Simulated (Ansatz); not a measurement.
# 1T (CdI2-type) ZrSe2

Calculation: HSE06-D3(BJ) (PAW; Ansatz, a program for electronic structure).

Cell: relaxed at this level.

| Quantity | Result |
|---|---|
| interlayer binding energy | 41.6 meV/Å² |
| layer repeat distance | 5.941 Å |
| gap between the layers | 2.787 Å |

Note: exact exchange on metals is sensitive to the k mesh and can open a false gap.

Static lattice: no zero-point or thermal effects.
